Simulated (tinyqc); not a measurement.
Stretching all distances: RHF, UHF, MP2, CISD and CCSD against full CI in the sto-6g basis, for LiH, spin multiplicity 1. Computed by the program tinyqc with PySCF. All coordinates are multiplied by the scale. c0^2 is the weight of the RHF determinant in the lowest singlet FCI state (UHF is spin-contaminated and may lie near states of higher spin) and n(LUMO) the first natural occupation beyond the occupied space.

Geometry (angstrom):
```
atom,x,y,z
Li,0.0000,0.0000,0.0000
H,0.0000,0.0000,1.4290
```

Full CI energy (hartree) and errors against it (kcal/mol):
```
scale,distance 1-2 (angstrom),E(FCI),RHF,UHF,MP2,CISD,CCSD,<S^2> UHF,c0^2,n(LUMO)
1.000,1.429,-7.97032,11.421,11.421,4.002,0.007,0.005,0.000,0.979,0.033
1.160,1.658,-7.97078,13.457,13.457,5.052,0.009,0.007,0.000,0.972,0.046
1.310,1.872,-7.95966,16.498,16.498,6.647,0.011,0.009,0.000,0.960,0.067
1.470,2.101,-7.94269,21.088,20.657,9.119,0.015,0.012,0.195,0.938,0.104
1.630,2.329,-7.92482,27.274,19.241,12.530,0.022,0.018,0.613,0.903,0.162
1.790,2.558,-7.90880,35.230,14.775,16.946,0.031,0.026,0.792,0.850,0.247
1.940,2.772,-7.89678,44.249,10.467,21.829,0.042,0.037,0.878,0.788,0.348
2.100,3.001,-7.88749,55.090,6.816,27.254,0.054,0.049,0.929,0.718,0.467
```

What does the comparison show, and why?

UHF parts from RHF first at scale 1.47 of those listed, where <S^2> leaves zero. The weight c0^2 goes from 0.98 to 0.72 and n(LUMO) from 0.03 to 0.47: static correlation grows as the bonds break into open-shell fragments. The spread of the error along the curve, which distorts its shape, is CCSD 0.0, CISD 0.0, UHF 13.8, MP2 23.3, RHF 43.7 kcal/mol.
